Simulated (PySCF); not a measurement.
Molecular orbitals of BH⁺

r²SCAN at R = 1.234 Å; basis B STO-3G, H STO-3G; no relativity; PySCF 2.14. State: ²Σ⁺ (doublet), unpaired electrons σ ↑. Only the outer orbitals are listed, counted within each symmetry.

| spin | orbital | occ. | ε (eV) | on B (%) | main shells (%) |
| --- | --- | --- | --- | --- | --- |
| α | 2σ | 1 | -21.66 | 65 | 59 B s, 35 H s |
| α | 3σ | 1 | -16.71 | 86 | 58 B p, 28 B s, 14 H s |
| α | 1π | 0 | -11.93 | 100 | 100 B p |
| α | 1π | 0 | -11.93 | 100 | 100 B p |
| α | 4σ | 0 | -0.15 | 49 | 51 H s, 36 B p, 13 B s |
| β | 2σ | 1 | -20.98 | 65 | 50 B s, 35 H s, 15 B p |
| β | 3σ | 0 | -10.96 | 84 | 47 B s, 36 B p, 16 H s |
| β | 1π | 0 | -10.22 | 100 | 100 B p |
| β | 1π | 0 | -10.22 | 100 | 100 B p |

Question: Which are the highest filled and the lowest empty level, where do they sit, and how wide is the gap?

Answer: Highest filled α 3σ at -16.71 eV (in %: 58 B p, 28 B s, 14 H s); lowest empty α 1π at -11.93 eV (in %: 100 B p); the gap at r²SCAN is 4.78 eV.

| Quantity | Value |
| --- | --- |
| bond order (Mayer) | 0.95 |
| ⟨S²⟩ | 0.752 |
| charge on B (Mulliken, basis-dependent) | 0.83 |
| charge on B (Löwdin, basis-dependent) | 0.88 |
| dipole moment (positive dipole points towards H; it is taken about the centre of mass and depends on that origin) | 0.04 D |

STO-3G is very small, so such numbers show the basis as much as the molecule. The state was picked by a PBE0 search and need not be the measured ground state.
